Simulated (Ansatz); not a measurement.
Two shapes of doublet NO₂.

Shape 1:

```xyz
3

N     0.0000    0.0000   -0.3148
O     0.0000    1.0929    0.1377
O     0.0000   -1.0929    0.1377
```

Shape 2:

```xyz
3

N    -0.0496   -0.0014   -0.3088
O     0.0135    1.0454    0.1458
O    -0.0122   -1.0447    0.1424
```

Basis set: cc-pVDZ (spherical functions). Correlated methods keep 3 orbitals frozen. Charge 0, multiplicity 2.

Computed with Ansatz (development build ahead of 0.2.0); each method stands on the lowest determinant of its kind that the runs found.

Task: Which shape is lower in energy, and by how much in each method?

Result:

```tsv
method	E(2) − E(1) (eV)
UHF	0.008
UHF-MP2	0.418
```

Shape 1 is lower.
